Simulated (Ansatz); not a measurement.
## Cs2AgBiBr6 (Fm-3m, No. 225)

Level of theory: PBE (Ansatz, a first-principles code, PAW).

Numerical settings: plane-wave cutoff 520 eV, 6×6×6 k mesh, Fermi–Dirac smearing 0.01 eV, no spin polarisation, scalar-relativistic PAW data made under PBE.

Cell: relaxed at this level.

For Cs2AgBiBr6 (Fm-3m, No. 225), the lattice constant a comes out as 11.478 Å.

Note: the volume lies 7 % above that of the published cell.

Spin–orbit coupling is not included; it can shift volumes and moduli of such heavy elements.

The computed numbers hold no vibrational or temperature effects.
